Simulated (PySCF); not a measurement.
Species: C2H5ClO2S.
Atom-mapped SMILES: `[CH3:1][CH2:2][S:3](=[O:4])(=[O:5])[Cl:6]` (hydrogens: H7, H8, H9 on C1; H10, H11 on C2)

Level of theory: PBE0-D3(BJ)/def2-SVP geometry optimisation, gas phase in PySCF.

Q: Give the optimised bond lengths and angles.

A: 
```json
{"bond": "C1–C2", "length (Å)": "1.510", "order": "single"}
{"bond": "C2–S3", "length (Å)": "1.792", "order": "single"}
{"bond": "S3=O4, S3=O5", "length (Å)": "1.447", "order": "double"}
{"bond": "S3–Cl6", "length (Å)": "2.106", "order": "single"}
{"bond": "C1–H7, C1–H8, C1–H9", "length (Å)": "1.099", "order": "single"}
{"bond": "C2–H10, C2–H11", "length (Å)": "1.101", "order": "single"}
```

Bonds in one row agree within 0.01 Å and their mean is given. Orders are formal, as drawn. A selection of angles:
```json
{"angle": "C2–C1–H7", "degrees": "109.2"}
{"angle": "C2–C1–H8", "degrees": "110.9"}
{"angle": "H7–C1–H8", "degrees": "108.7"}
{"angle": "H7–C1–H9", "degrees": "108.3"}
{"angle": "C1–C2–S3", "degrees": "113.7"}
{"angle": "C1–C2–H10", "degrees": "112.9"}
{"angle": "S3–C2–H10", "degrees": "101.6"}
{"angle": "S3–C2–H11", "degrees": "105.0"}
{"angle": "H10–C2–H11", "degrees": "108.3"}
{"angle": "C2–S3–O4", "degrees": "109.4"}
{"angle": "C2–S3–Cl6", "degrees": "99.9"}
{"angle": "O4–S3–O5", "degrees": "121.9"}
{"angle": "O4–S3–Cl6", "degrees": "107.2"}
```

Dihedral angles: C1–C2–S3–O4 -48° (synclinal). The mirror-image conformer, all signs reversed, is as good.

Of the pairs four or more bonds apart, Cl6···H9 is among the closest relative to their van der Waals radii: 2.85 Å, 97 % of the sum of Bondi's values. S3 (sulfonyl sulfur) is distorted tetrahedral (angles from 99.9° to 121.9°).

Point group: C1 (no symmetry element, even within 0.4 Å). No PBE0-D3(BJ)/def2-SVP frequencies stand behind this structure, so it isn't proved a minimum. One conformer, not necessarily the lowest.
